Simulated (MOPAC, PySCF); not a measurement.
C2H6, SMILES `CC`, neutral singlet in the gas phase. 

Cartesian coordinates (Å):
```xyz
8

C     -0.7601     0.0658     0.0236
C      0.7601    -0.0658    -0.0236
H     -1.0632     0.9922     0.5154
H     -1.1894     0.0699    -0.9803
H     -1.2133    -0.7622     0.5723
H      1.1894    -0.0699     0.9803
H      1.2133     0.7622    -0.5723
H      1.0632    -0.9922    -0.5154
```
Charge 0, multiplicity 1.

All levels are single points at this geometry (B3LYP-D3(BJ)/def2-TZVP); Pople sets use spherical d functions. Orbital energies aren't observables, and empty levels follow the basis.

PM7 in MOPAC gives gap (eV) = 16.48.

Q: Estimate the gap (eV) from each of these levels: B3LYP-D3(BJ)/def2-TZVP in PySCF; PBE-D3(BJ)/def2-TZVP in PySCF; B3LYP/6-311+G** in PySCF; B3LYP/6-31G* in PySCF; PBE/6-31G* in PySCF; SVWN5/6-31G* in PySCF; HF/3-21G in PySCF; HF/STO-3G in PySCF.

A: 
```json
[
 {"level": "B3LYP-D3(BJ)/def2-TZVP in PySCF", "gap (eV)": "10.47"},
 {"level": "PBE-D3(BJ)/def2-TZVP in PySCF", "gap (eV)": "8.79"},
 {"level": "B3LYP/6-311+G** in PySCF", "gap (eV)": "9.67"},
 {"level": "B3LYP/6-31G* in PySCF", "gap (eV)": "12.14"},
 {"level": "PBE/6-31G* in PySCF", "gap (eV)": "10.27"},
 {"level": "SVWN5/6-31G* in PySCF", "gap (eV)": "10.08"},
 {"level": "HF/3-21G in PySCF", "gap (eV)": "20.71"},
 {"level": "HF/STO-3G in PySCF", "gap (eV)": "29.98"}
]
```
